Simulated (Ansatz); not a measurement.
A made-up structure of CH3S2 (charge -1), singlet:

S1  (0.979, 0.731, -1.714)
C2  (0.333, -0.661, 1.270)
S3  (-0.400, -0.012, -0.315)
H4  (-1.092, -1.085, -0.784)
H5  (-1.301, 0.933, 0.063)
H6  (1.157, 0.006, 1.256)
(Å)

It is relaxed with PBE-D4/def2-SVPD and then PBE0-D4/def2-TZVPD (Ansatz 0.2.0). Atoms count as bonded within 1.22 times the sum of their covalent radii (H–H: 0.88 Å). The end point is not checked to be a true minimum.

(1) Does its bonding change? (Judge from chemistry; the calculation decides.)

## Answers

(1) The calculation gives: No: no bond forms or breaks.

Where it ends: The first stage lowers the energy by 1.56 eV in 8 steps. It ends as CH₃S₂ ([CH][SH2][S]), total charge -1:
S1  (0.734, 0.741, -1.814)
C2  (0.364, -0.717, 1.115)
S3  (-0.220, -0.051, -0.195)
H4  (-1.073, -0.966, -0.712)
H5  (-1.232, 0.953, -0.188)
H6  (1.105, -0.049, 1.569)
(Å)

Labels in which every atom is bracketed show which atoms are joined, not bond orders.

For scale, one of the runs: PBE0-D4/def2-TZVPD relaxation, 156 basis functions, launched by `ansatz run in.yaml --threads 2 --pin off --events-out ev --progress --plain --max-ram 4352MiB`. Hardware: 2 CPU threads of an Intel Xeon Platinum 8259CL, shared host. Wall time about 31 s.
